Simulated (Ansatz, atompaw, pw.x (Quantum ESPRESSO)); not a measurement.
## Equation-of-state test of one PAW (atompaw) potential (hafnium)

atompaw 4.2.0.5 input, output lines left out:

```
Hf 72
GGA-PBESOL scalarrelativistic loggrid 2001 logderivrange -7 5 301
6 6 5 4 0 0
6 1 0
5 2 2
0 0 0
c
c
c
c
v
v
c
c
c
v
v
c
c
v
c
2
2.70 2.25 2.00 1.40
n
n
y
1
n
custom rrkj gramschmidtortho sinc
bessel
1.45
2.70
2.35
2.70
2.70
2.70
```

Crystal test: bcc Hf in pw.x 7.5, no spin, 13³ k-points, Fermi–Dirac smearing 0.01 Ry, cutoffs 40/400 Ry. The reference is all-electron LAPW (Ansatz 0.2.0) with the same functional, mesh and smearing; V0 and B0 come from Birch–Murnaghan fits to the pressures at five volumes. Errors are pseudo minus all-electron; Δ is the rms difference of the E(V) curves that follow from these fits, minima aligned, over ±6 % about the mean V0. Mesh and smearing are coarse, so the numbers serve the comparison and aren't converged zero-temperature values; the lattice is a test structure that the element need not adopt.

All-electron: a0 = 3.497 Å (V0 = 21.39 Å³/atom), B0 = 103.7 GPa.

Task: How far does the potential miss the all-electron equation of state?

Result: mean pressure error (GPa): -0.67; a0 (Å): 3.490; a0 error (%): -0.21; B0 error (%): +0.6; Δ (meV/atom): 3.1.

```json
{"V (Å³/atom)": "20.302", "P all-electron (GPa)": "5.88", "P pseudo (GPa)": "5.13"}
{"V (Å³/atom)": "20.836", "P all-electron (GPa)": "2.84", "P pseudo (GPa)": "2.13"}
{"V (Å³/atom)": "21.370", "P all-electron (GPa)": "0.10", "P pseudo (GPa)": "-0.56"}
{"V (Å³/atom)": "21.904", "P all-electron (GPa)": "-2.37", "P pseudo (GPa)": "-3.00"}
{"V (Å³/atom)": "22.439", "P all-electron (GPa)": "-4.60", "P pseudo (GPa)": "-5.21"}
```

Task: At the middle volume, how do free energy and pressure move when the wave cutoff is lowered (ecutrho held at 400 Ry)?

Result:

```json
{"cutoff (Ry)": "18", "shift of F (meV/atom)": "+413.8", "shift of P (GPa)": "-11.20"}
{"cutoff (Ry)": "24", "shift of F (meV/atom)": "+51.2", "shift of P (GPa)": "-2.19"}
{"cutoff (Ry)": "32", "shift of F (meV/atom)": "+4.7", "shift of P (GPa)": "-0.07"}
```

Input at the middle volume:

```
&control
  calculation='scf', prefix='x', pseudo_dir='./', outdir='./tmp', tstress=.true., disk_io='none'
/
&system
  ibrav=0, nat=1, ntyp=1, ecutwfc=40, ecutrho=400, nbnd=14,
  occupations='smearing', smearing='fd', degauss=0.01
/
&electrons
  conv_thr=1e-09, mixing_beta=0.4, electron_maxstep=70
/
ATOMIC_SPECIES
Hf 1.0 Hf.UPF
CELL_PARAMETERS angstrom
  -1.74816133 1.74816133 1.74816133
  1.74816133 -1.74816133 1.74816133
  1.74816133 1.74816133 -1.74816133
ATOMIC_POSITIONS crystal
Hf 0.0000 0.0000 0.0000
K_POINTS automatic
13 13 13 0 0 0
```

```bash
pw.x < Hf.scf.in > Hf.scf.out
```

Lines of the output:

```
Message from routine setup:
     using ibrav=0 with symmetry is DISCOURAGED, use correct ibrav instead
     lattice parameter (alat)  =       5.7219  a.u.
     unit-cell volume          =     144.2119 (a.u.)^3
     number of electrons       =        12.00
     number of Kohn-Sham states=           14
     kinetic-energy cutoff     =      40.0000  Ry
     charge density cutoff     =     400.0000  Ry
     scf convergence threshold =      1.0E-09
     Exchange-correlation= SLA PW PSX PSC
     number of k points=    84  Fermi-Dirac smearing, width (Ry)=  0.0100
     iteration #  1     ecut=    40.00 Ry     beta= 0.40
     total energy              =    -687.12801665 Ry
     estimated scf accuracy    <       0.01570928 Ry
     iteration #  2     ecut=    40.00 Ry     beta= 0.40
     total energy              =    -687.12583451 Ry
     estimated scf accuracy    <       0.00273426 Ry
     iteration #  3     ecut=    40.00 Ry     beta= 0.40
     total energy              =    -687.12645633 Ry
     estimated scf accuracy    <       0.00042786 Ry
     iteration #  4     ecut=    40.00 Ry     beta= 0.40
     total energy              =    -687.12646886 Ry
     estimated scf accuracy    <       0.00001033 Ry
     iteration #  5     ecut=    40.00 Ry     beta= 0.40
     total energy              =    -687.12647751 Ry
     estimated scf accuracy    <       0.00000178 Ry
     iteration #  6     ecut=    40.00 Ry     beta= 0.40
     total energy              =    -687.12647769 Ry
     estimated scf accuracy    <       0.00000006 Ry
     iteration #  7     ecut=    40.00 Ry     beta= 0.40
     total energy              =    -687.12647770 Ry
     estimated scf accuracy    <          5.8E-09 Ry
     iteration #  8     ecut=    40.00 Ry     beta= 0.40
     the Fermi energy is    14.3914 ev
!    total energy              =    -687.12647770 Ry
     estimated scf accuracy    <          5.4E-10 Ry
     smearing contrib. (-TS)   =      -0.00826894 Ry
     The total energy is F=E-TS. E is the sum of the following terms:
     one-electron contribution =     -14.31643484 Ry
     hartree contribution      =      16.59699649 Ry
     xc contribution           =     -20.27079426 Ry
     ewald contribution        =     -79.31622494 Ry
     one-center paw contrib.   =    -589.81175121 Ry
     convergence has been achieved in   8 iterations
          total   stress  (Ry/bohr**3)                   (kbar)     P=       -5.63
     Message from routine punch:
     Nothing written, as per user request (disk_io='none')
```

The run at the middle volume (84 k-points, 8 iterations) took about 16 s on one core of a shared host (Intel(R) Xeon(R) Platinum 8259CL CPU @ 2.50GHz, 96 threads, 755 GiB, load 18).
